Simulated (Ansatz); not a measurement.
Basis-set extrapolation for C$_{4}$H$_{7}$N (`CC1(C)C=N1`) (PBE0-D4/def2-TZVP geometry, frozen core, Ansatz 0.2.0). Multiplicity 1, RHF reference.

```
                      def2-TZVPP   def2-QZVPP
                 HF  -209.997889  -210.007559
    MP2 correlation    -0.871419    -0.926799
CCSD(T) correlation    -0.946200      not run
```

Energies in hartree. Use E(X) = E(∞) + A·exp(−7.88·√X) for Hartree–Fock and E(X) = E(∞) + B·X^(−2.97) for correlation, with X = 3 and 4, and add CCSD(T) minus MP2 of the smaller set to the MP2 limit.

Q: What is the CCSD(T) energy at the basis-set limit?

A: HF limit: -210.007559 + (-0.009670) × 0.13774 = -210.00889. MP2 limit: -0.926799 + (-0.055380) × 0.74074 = -0.96782. Higher-order term: -0.946200 − (-0.871419) = -0.07478. Total: -211.05149 hartree, 67.4 kcal/mol below CCSD(T)/def2-TZVPP.
